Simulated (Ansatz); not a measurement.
Rhombohedral A7 Bi: PBE at its full settings (plane-wave cutoff 520 eV, 16×16×16 k mesh, Fermi–Dirac smearing 0.05 eV, scalar-relativistic PAW data made under PBE) and at cheaper ones, in a cell of 2 atoms with Γ-centred meshes.

```
level and setting                              lattice parameter a (Å)  c axis length (Å)  bulk modulus (GPa)
---------------------------------------------  -----------------------  -----------------  ------------------
PBE (Ansatz)                                                     4.580             12.195                25.5
PBE (300 eV cutoff) (Ansatz)                                     4.581             12.162                27.0
PBE (2×2×2 k mesh) (Ansatz)                                 (withheld)         (withheld)          (withheld)
PBE (4×4×4 k mesh) (Ansatz)                                      4.613             12.061                28.1
PBE (6×6×6 k mesh) (Ansatz)                                      4.583             12.215                28.7
PBE (Fermi-Dirac smearing of 0.3 eV) (Ansatz)                    4.600             11.926                25.9
```

Problem. Fill in the missing entries.

Solution. 
- PBE (2×2×2 k mesh) (Ansatz, a program for electronic structure), lattice parameter a (Å): 5.044
- PBE (2×2×2 k mesh) (Ansatz), c axis length (Å): 12.061
- PBE (2×2×2 k mesh) (Ansatz), bulk modulus (GPa): 22.9

Largest shifts from the full settings: lattice constant a +10.1 % (PBE (2×2×2 k mesh)), against a difference of +1.04 % of the full result from the reference 4.533 Å (measured, low temperature, not corrected to a static lattice, hexagonal setting; as tabulated in Arnaud et al. (2016), arXiv:1602.08959); lattice parameter c -2.21 % (PBE (Fermi-Dirac smearing of 0.3 eV)), against a difference of +3.38 % of the full result from the reference 11.796 Å (measured, low temperature, no zero-point or thermal correction, hexagonal setting; as tabulated in Arnaud et al. (2016), arXiv:1602.08959); bulk modulus +12.5 % (PBE (6×6×6 k mesh)), against a difference of -21 % of the full result from the reference 32.1 GPa (measured, copied from a table, unchecked, extrapolated to 0 K and zero-point effects removed; as tabulated in Lejaeghere et al. (2013), arXiv:1204.2733).

Caveats: the cell comes from a level without a dispersion term, which matters for the spacing of layers, chains or molecules (PBE, PBE (300 eV cutoff), PBE (2×2×2 k mesh), PBE (4×4×4 k mesh), PBE (6×6×6 k mesh), PBE (Fermi-Dirac smearing of 0.3 eV)). Ansatz's density-functional and Hartree–Fock values are scalar-relativistic unless marked +SOC, with PAW data made under PBE.

Run with cheap settings on purpose, which may leave them unconverged: PBE (2×2×2 k mesh), PBE (300 eV cutoff), PBE (4×4×4 k mesh), PBE (6×6×6 k mesh), PBE (Fermi-Dirac smearing of 0.3 eV).
